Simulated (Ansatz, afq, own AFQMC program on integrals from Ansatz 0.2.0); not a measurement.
**Where AFQMC and coupled cluster stand for AlN, singlet**

```xyz
2

Al    0.0000    0.0000    0.0000
N     0.0000    0.0000    2.7010
```

Basis 6-31G. Noble-gas cores (and the filled d shells of Ga–Kr and In–Xe) are frozen. Ansatz 0.2.0 and our own AFQMC program on the same integrals; the CISD trial comes from CCSD amplitudes, and released means the phaseless constraint is let go. Uncertainties: one standard error, sampling alone.

Determinant: RHF, the one that the program's search chose, which needn't be the lowest solution. The geometry is a point of a scan.

Full CI on the same integrals is exact in this basis and with this determinant's frozen core.

Cautions: another spin lies lower; restricted determinant unstable towards unrestricted (UHF 1.90 eV lower, ⟨S²⟩ 1.48); strong correlation (T1 0.043, weight of the determinant 0.80, largest double 0.26); CCSD(T) is in doubt: in a space of 8 electrons in 8 natural orbitals full CI lies 96 meV below it; the CCSDT(Q) amplitudes may be one of several solutions (largest double 0.67); the CCSDTQ amplitudes may be one of several solutions (largest double 0.78); the released energies are still falling, so no released level is given (meV from the phaseless value at times in 1/Eh: -4 ± 8 at 0.24, -8 ± 10 at 0.51, -31 ± 9 at 0.99, -41 ± 10 at 1.62, -45 ± 21 at 2.40); the determinant fills πx and πy unequally, so it mixes two states of the linear molecule, and each level undoes that mixture to a different degree, while full CI gives the lower state; CCSDTQ on the UHF determinant differs (1.89 eV lower), perhaps since the unrestricted series falls towards higher spin.

```
T1 diagnostic                               : 0.0427
weight of the determinant in the CISD state : 0.804
size of the correlated space                : 8 electrons in 16 orbitals
```

Reference: full CI, correlation energy -4.231 eV. The cautions show a poor starting determinant, so the rows tell how each method copes with it here, and full CI is the sure value.

```
        level  E − E(reference) (kcal/mol)  share of correlation (%)
           HF                        97.57                      0.00
          MP2                        30.56                     68.68
         CCSD                         9.79                     89.96
      CCSD(T)                         5.15                     94.73
        CCSDT                         1.90                     98.05
     CCSDT(Q)                        -0.24                    100.24
       CCSDTQ                         0.10                     99.90
ph-AFQMC/CISD                  4.52 ± 0.19                     95.37
```

CCSDT and higher add their correlation energy to the determinant of the CCSD(T) run, since their own runs factorise the integrals more tightly (a shift of under 2 meV).
